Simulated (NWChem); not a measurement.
# Correlation energy of Si (+1)

```xyz
1

Si     0.0000     0.0000     0.0000
```
Charge +1, spin multiplicity 2.

All runs are NWChem calculations.

Basis set: cc-pVQZ. Each correlation energy counts from its own Hartree-Fock reference.

The correlated methods keep 5 core orbitals frozen. No SCF solution was tested for a lower state. Open-shell Hartree-Fock references start from PBE0 orbitals. Coupled-cluster values serve here as a point of comparison, not as the truth.

| method | correlation energy (mHa) |
|---|---|
| URI-MP2 | -43.8 |
| UMP2 | -43.8 |
| SCS-UMP2 | [?] |
| CCSD on ROHF | [?] |
| CCSD[T] on ROHF | -65.9 |
| CCSD(T) on ROHF | -65.9 |
| CCSD on UHF | [?] |
| CCSD[T] on UHF | -61.1 |
| CCSD(T) on UHF | -61.0 |

Question: Complete the blanks.

Answer: 
- SCS-UMP2, correlation energy (mHa): -50.1
- CCSD on ROHF, correlation energy (mHa): -64.5
- CCSD on UHF, correlation energy (mHa): -59.8
